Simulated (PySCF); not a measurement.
# C₅H₆: electronic excitations and core binding energies

What electronic excitations and core binding energies should C₅H₆ (`C=CC1=CC1`) show?

The runs use PySCF 2.14.0, with density-fitted response routines of our own; the level of theory stands in each step. All values are computed, except where a source is named. Atoms count from 0, in the outputs and in this text.

### Step 1. Starting geometry

11 atoms, charge 0, multiplicity 1; geometry from: GFN2-xTB.

Bonds of the start (Å): C0–C1 1.33, C1–C2 1.42, C2–C3 1.31, C3–C4 1.50, C4–C2 1.50, C0–H5 1.08, C0–H6 1.08, C1–H7 1.08, C3–H8 1.06, C4–H9 1.09, C4–H10 1.09.

### Step 2. TDDFT and polarisability: PBE0/def2-SVPD

Job settings and geometry (Å):

```
{"job": {"kind": "uv", "xc": "PBE0", "basis": "def2-SVPD", "nstates": 8, "ntriplets": 3}, "charge": 0, "multiplicity": 1}
C      1.377460    -1.357333     0.359759
C      1.192330    -0.047313     0.204889
C     -0.078085     0.525186    -0.064583
C     -0.857242     1.550331    -0.298152
C     -1.532388     0.212939    -0.278552
H      0.553971    -2.048337     0.287780
H      2.348761    -1.774287     0.561726
H      2.021995     0.645712     0.277339
H     -1.011924     2.592207    -0.431222
H     -1.854141    -0.236881    -1.212524
H     -2.155312    -0.059554     0.567577
```

Level: TDDFT PBE0/def2-SVPD, vertical, gas phase, core orbitals frozen in the response.

Log:

```text
coarse grid: 9152 points
cycle   1  E = -193.6007567320  dE =  7.158e-01  |g| = 2.935e-01  |ddm| = 5.868e+00
cycle   2  E = -193.6036629512  dE = -2.906e-03  |g| = 2.877e-01  |ddm| = 1.189e+00
cycle   3  E = -193.6260657429  dE = -2.240e-02  |g| = 4.498e-02  |ddm| = 5.845e-01
cycle   4  E = -193.6262772957  dE = -2.116e-04  |g| = 3.424e-02  |ddm| = 1.233e-01
cycle   5  E = -193.6265723827  dE = -2.951e-04  |g| = 6.576e-03  |ddm| = 6.419e-02
cycle   6  E = -193.6265834836  dE = -1.110e-05  |g| = 1.701e-03  |ddm| = 1.624e-02
cycle   7  E = -193.6265842934  dE = -8.098e-07  |g| = 1.549e-04  |ddm| = 3.800e-03
final grid: 88272 points
cycle   8  E = -193.6575047564  dE = -2.294e-05  |g| = 5.862e-03  |ddm| = 1.082e-01
cycle   9  E = -193.6575046635  dE =  9.288e-08  |g| = 5.963e-03  |ddm| = 2.630e-02
cycle  10  E = -193.6575144954  dE = -9.832e-06  |g| = 8.401e-04  |ddm| = 1.183e-02
cycle  11  E = -193.6575146630  dE = -1.676e-07  |g| = 1.963e-04  |ddm| = 1.556e-03
cycle  12  E = -193.6575146715  dE = -8.487e-09  |g| = 6.938e-05  |ddm| = 4.685e-04
cycle  13  E = -193.6575146727  dE = -1.211e-09  |g| = 2.259e-05  |ddm| = 1.677e-04
cycle  14  E = -193.6575146729  dE = -1.220e-10  |g| = 1.012e-05  |ddm| = 5.930e-05
converged SCF energy = -193.6575146729

Static polarisability (au): isotropic 61.922, principal 40.157 56.179 89.431

Singlet excitations
state   eV       nm        f      main configurations
  1   5.1036    242.9   0.35799   H->L 0.95
  2   5.6091    221.0   0.00062   H-1->L 0.99
  3   6.5020    190.7   0.00792   H->L+1 0.97
  4   6.6717    185.8   0.00261   H-3->L 0.96
  5   6.8711    180.4   0.02185   H->L+2 0.95
  6   6.9708    177.9   0.11363   H-2->L 0.66, H->L+4 0.31
  7   7.1346    173.8   0.00272   H->L+3 0.96
  8   7.6139    162.8   0.08012   H->L+4 0.66, H-2->L 0.28

Triplet excitations (Tamm-Dancoff, eV): 2.8345 4.9370 5.3300
```

Wall time 8.2 s (1 thread, shared host).

The orbitals next to the gap, with their largest atomic shares:

| orbital | eV | atoms |
| --- | --- | --- |
| HOMO−3 | -9.64 | C3 33 %, C2 25 %, C4 19 % |
| HOMO−2 | -9.01 | C1 33 %, C0 22 %, C2 17 % |
| HOMO−1 | -8.39 | C4 39 %, C2 20 %, C3 17 % |
| HOMO | -6.60 | C3 26 %, C2 19 %, C0 17 % |
| LUMO | -1.15 | C0 28 %, C3 23 %, C1 18 % |
| LUMO+1 | 1.06 | C0 20 %, C4 14 %, C3 13 % |
| LUMO+2 | 1.41 | C3 23 %, H8 18 %, H5 13 % |

With each of the 8 states as a Gaussian band of 0.4 eV half-width at 1/e, the curve within the window shown has maxima at 243 nm (ε 14,000), 178 nm (ε 5,900) L/(mol cm). Beyond the last state computed it falls off for lack of states. The curve at chosen wavelengths:

(nm, ε (L/mol/cm)): (157, 1870), (162, 3436), (166, 3945), (171, 4651), (176, 5763), (181, 5552), (185, 4208), (190, 2286), (195, 1013), (199, 488), (204, 217), (209, 251), (214, 721), (218, 1646), (223, 3788), (228, 6992), (233, 10572), (237, 12941), (242, 14436), (247, 13968), (251, 12417), (256, 9681), (261, 6825), (266, 4402), (270, 2928), (275, 1651)

Further results of this job:

| property | computed |
| --- | --- |
| dipole moment (D) | 0.52 |
| polarisability (Å³) | 9.18 |
| HOMO–LUMO gap (eV) | 5.45 |
| −ε(HOMO) (eV) | 6.60 |

### Step 3. Core holes by ΔSCF: SCAN, X2C

Settings changed since step 2:

```diff
@@ -1,2 +1,2 @@
-{"job": {"kind": "uv", "xc": "PBE0", "basis": "def2-SVPD", "nstates": 8, "ntriplets": 3}, "charge": 0, "multiplicity": 1}
+{"job": {"kind": "xps"}, "charge": 0, "multiplicity": 1}
 C      1.377460    -1.357333     0.359759
```

Level: delta-SCF UKS SCAN, pcX-2 on the ionised atom, pcseg-1 elsewhere, spin-free X2C.

Log:

```text
ground state, core basis on atom 0 (C), 131 functions
  cycle   1  E = -193.92108698  |g| = 4.22e-01
  cycle   2  E = -193.90332943  |g| = 4.95e-01
  cycle   3  E = -193.96963050  |g| = 9.36e-02
  cycle   4  E = -193.97117200  |g| = 5.74e-02
  cycle   5  E = -193.97208217  |g| = 1.24e-02
  cycle   6  E = -193.97211948  |g| = 5.10e-03
  cycle   7  E = -193.97212566  |g| = 2.17e-03
  cycle   8  E = -193.97212771  |g| = 4.91e-04
  E(ground) = -193.98102196 Eh
hole in C 1s of atom 0
  cycle   1  E = -182.72208878  |g| = 1.51e+00
  cycle   2  E = -181.48394221  |g| = 2.02e+00
  cycle   3  E = -183.06041602  |g| = 6.43e-01
  cycle   4  E = -183.14557243  |g| = 5.10e-01
  cycle   5  E = -183.30493023  |g| = 1.36e-01
  cycle   6  E = -183.31345319  |g| = 6.45e-02
  cycle   7  E = -183.31559667  |g| = 1.20e-02
  cycle   8  E = -183.31572085  |g| = 5.27e-03
  cycle   9  E = -183.31576036  |g| = 3.94e-03
  cycle  10  E = -183.31579475  |g| = 2.32e-03
  cycle  11  E = -183.31582206  |g| = 2.18e-03
  cycle  12  E = -183.31583588  |g| = 1.39e-03
  cycle  13  E = -183.31584357  |g| = 7.89e-04
  cycle  14  E = -183.31584761  |g| = 3.46e-04
  E(ion) = -183.32423508 Eh   <S^2> = 0.8200   hole on atom = 1.000   binding energy = 289.986 eV
ground state, core basis on atom 1 (C), 131 functions
  cycle   1  E = -193.97222631  |g| = 6.28e-02
  cycle   2  E = -193.97124962  |g| = 6.56e-02
  cycle   3  E = -193.97190064  |g| = 4.33e-02
  cycle   4  E = -193.97243308  |g| = 1.37e-02
  cycle   5  E = -193.97248481  |g| = 2.83e-03
  cycle   6  E = -193.97248752  |g| = 5.46e-04
  cycle   7  E = -193.97248775  |g| = 1.56e-04
  E(ground) = -193.98187936 Eh
hole in C 1s of atom 1
  cycle   1  E = -182.70984595  |g| = 1.51e+00
  cycle   2  E = -181.20437657  |g| = 2.19e+00
  cycle   3  E = -182.97159556  |g| = 6.93e-01
  cycle   4  E = -182.99479432  |g| = 6.46e-01
  cycle   5  E = -183.25362222  |g| = 2.15e-01
  cycle   6  E = -183.27865669  |g| = 9.74e-02
  cycle   7  E = -183.28363878  |g| = 3.35e-02
  cycle   8  E = -183.28436449  |g| = 1.30e-02
  cycle   9  E = -183.28470384  |g| = 9.84e-03
  cycle  10  E = -183.28502123  |g| = 9.85e-03
  cycle  11  E = -183.28529174  |g| = 9.37e-03
  cycle  12  E = -183.28610414  |g| = 7.17e-03
  cycle  13  E = -183.28625442  |g| = 4.22e-03
  cycle  14  E = -183.28618626  |g| = 5.91e-03
  cycle  15  E = -183.28629383  |g| = 1.58e-03
  cycle  16  E = -183.28628843  |g| = 2.41e-03
  cycle  17  E = -183.28629209  |g| = 1.86e-03
  cycle  18  E = -183.28629870  |g| = 3.35e-04
  E(ion) = -183.29427442 Eh   <S^2> = 0.9695   hole on atom = 1.000   binding energy = 290.825 eV
ground state, core basis on atom 2 (C), 131 functions
  cycle   1  E = -193.97406566  |g| = 6.06e-02
  cycle   2  E = -193.97366699  |g| = 4.45e-02
  cycle   3  E = -193.97354211  |g| = 4.72e-02
  cycle   4  E = -193.97418144  |g| = 1.17e-02
  cycle   5  E = -193.97422099  |g| = 2.28e-03
  cycle   6  E = -193.97422223  |g| = 5.72e-04
  cycle   7  E = -193.97422207  |g| = 1.18e-04
  E(ground) = -193.98380495 Eh
hole in C 1s of atom 2
  cycle   1  E = -182.71096064  |g| = 1.52e+00
  cycle   2  E = -181.61086222  |g| = 2.09e+00
  cycle   3  E = -183.13733034  |g| = 5.68e-01
  cycle   4  E = -183.22370805  |g| = 3.57e-01
  cycle   5  E = -183.28224220  |g| = 1.20e-01
  cycle   6  E = -183.28746742  |g| = 7.41e-02
  cycle   7  E = -183.29095792  |g| = 2.10e-02
  cycle   8  E = -183.29145752  |g| = 1.08e-02
  cycle   9  E = -183.29177731  |g| = 9.03e-03
  cycle  10  E = -183.29217853  |g| = 7.02e-03
  cycle  11  E = -183.29236492  |g| = 5.26e-03
  cycle  12  E = -183.29249334  |g| = 3.43e-03
  cycle  13  E = -183.29254514  |g| = 1.44e-03
  cycle  14  E = -183.29254874  |g| = 5.78e-04
  cycle  15  E = -183.29254927  |g| = 1.76e-04
  E(ion) = -183.30020575 Eh   <S^2> = 0.9386   hole on atom = 1.000   binding energy = 290.716 eV
ground state, core basis on atom 3 (C), 131 functions
  cycle   1  E = -193.97329868  |g| = 6.16e-02
  cycle   2  E = -193.97244321  |g| = 6.28e-02
  cycle   3  E = -193.97281424  |g| = 4.88e-02
  cycle   4  E = -193.97346041  |g| = 9.28e-03
  cycle   5  E = -193.97348688  |g| = 2.00e-03
  cycle   6  E = -193.97348719  |g| = 5.54e-04
  cycle   7  E = -193.97348718  |g| = 1.45e-04
  E(ground) = -193.98307025 Eh
hole in C 1s of atom 3
  cycle   1  E = -182.71776393  |g| = 1.52e+00
  cycle   2  E = -181.39791299  |g| = 2.11e+00
  cycle   3  E = -183.11109081  |g| = 5.93e-01
  cycle   4  E = -183.20470832  |g| = 3.99e-01
  cycle   5  E = -183.29770757  |g| = 1.65e-01
  cycle   6  E = -183.31121644  |g| = 5.21e-02
  cycle   7  E = -183.31266032  |g| = 1.23e-02
  cycle   8  E = -183.31276397  |g| = 6.54e-03
  cycle   9  E = -183.31280044  |g| = 3.11e-03
  cycle  10  E = -183.31282247  |g| = 1.82e-03
  cycle  11  E = -183.31283168  |g| = 1.16e-03
  cycle  12  E = -183.31283447  |g| = 7.21e-04
  cycle  13  E = -183.31283527  |g| = 2.88e-04
  E(ion) = -183.32115562 Eh   <S^2> = 0.8037   hole on atom = 1.000   binding energy = 290.125 eV
ground state, core basis on atom 4 (C), 131 functions
  cycle   1  E = -193.97226783  |g| = 5.93e-02
  cycle   2  E = -193.97174942  |g| = 4.73e-02
  cycle   3  E = -193.97160149  |g| = 5.17e-02
  cycle   4  E = -193.97237834  |g| = 8.95e-03
  cycle   5  E = -193.97239828  |g| = 6.69e-04
  cycle   6  E = -193.97239944  |g| = 1.82e-04
  E(ground) = -193.98109761 Eh
hole in C 1s of atom 4
  cycle   1  E = -182.72352766  |g| = 1.51e+00
  cycle   2  E = -181.93973929  |g| = 1.89e+00
  cycle   3  E = -183.23015464  |g| = 3.68e-01
  cycle   4  E = -183.26037841  |g| = 2.25e-01
  cycle   5  E = -183.28455637  |g| = 1.17e-01
  cycle   6  E = -183.29242834  |g| = 3.14e-02
  cycle   7  E = -183.29292453  |g| = 8.57e-03
  cycle   8  E = -183.29296012  |g| = 5.70e-03
  cycle   9  E = -183.29297703  |g| = 2.77e-03
  cycle  10  E = -183.29298209  |g| = 1.70e-03
  cycle  11  E = -183.29298438  |g| = 4.54e-04
  E(ion) = -183.30017670 Eh   <S^2> = 0.7719   hole on atom = 1.000   binding energy = 290.643 eV
```

Wall time 24 s (1 thread, shared host).

The holes in one table. −ε is the ground-state orbital energy:

| hole | stands for | environment | ΔSCF (eV) | −ε (eV) | ⟨S²⟩ |
| --- | --- | --- | --- | --- | --- |
| C1s on C0 | C0 | terminal =CH2 carbon | 289.99 | 273.8 | 0.820 |
| C1s on C1 | C1 | alkene CH | 290.82 (doubtful) | 274.1 | 0.969 |
| C1s on C2 | C2 | fully substituted alkene carbon | 290.72 (doubtful) | 274.1 | 0.939 |
| C1s on C3 | C3 | alkene CH | 290.13 | 273.9 | 0.804 |
| C1s on C4 | C4 | three-membered-ring carbon | 290.64 | 273.7 | 0.772 |

Doubtful: the ion did not converge, its hole moved, or its ⟨S²⟩ is well above 0.75.

### Step 4. What came out

```
                                                    quantity                               value
                             lowest singlet (PBE0/def2-SVPD)         5.10 eV (243 nm), f = 0.358
                                              lowest triplet                             2.83 eV
C1s binding energies, SCAN/pcX-2 (standing for 3 of 5 atoms)  C4 290.64, C3 290.13, C0 289.99 eV
```

The first singlet state (HOMO→LUMO 0.95) lies at 5.10 eV and is bright. The lowest triplet lies 2.27 eV below the lowest singlet (triplets in Tamm-Dancoff, singlets in full TDDFT). The C1s levels kept as sound span 0.66 eV, from C0 (terminal =CH2 carbon) up to C4 (three-membered-ring carbon). Only 3 of the 5 C atoms are covered by sound results.
